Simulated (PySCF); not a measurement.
**2 BH₂ → BH + BH₃**

Level: PBE0 in the def2-TZVP basis family, all electrons, no relativity, computed in PySCF with density fitting; open shells unrestricted.

```
species                           state and structure     E (Eh)  ZPE (kJ/mol)  H(298 K) − H(0) (kJ/mol)  S° (J/(mol K))
    BH₂  doublet, C2v, B–H 1.191 Å (×2); H–B–H 129.4°  -25.89448          37.8                      10.0           194.2
     BH                     singlet, C∞v, B–H 1.241 Å  -25.24752          13.9                       8.7           172.0
    BH₃                singlet, D3h, B–H 1.193 Å (×3)  -26.56583          68.6                      10.1           188.4
```

(1) What is the electronic reaction energy?

(2) Add zero-point, thermal and entropy terms for 298.15 K and 1 bar.

## Answers

(1) At PBE0/def2-TZVP, ΔE = -64.0 kJ/mol from the differences of the total energies times 2625.5, downhill. The bond broken in BH₂ is weaker than the one that a second molecule gains.

(2) ΔZPE = 6.9 and Δ[H(298) − H(0)] = -1.2 kJ/mol give ΔH° = -58.3 kJ/mol. ΔS° = -28.0 J/(mol K), so ΔG° = -58.3 − 298.15 × (-0.0280) = -50 kJ/mol and log₁₀K = 8.8.

The structures come from searches over a few start shapes, so lower isomers are not excluded.
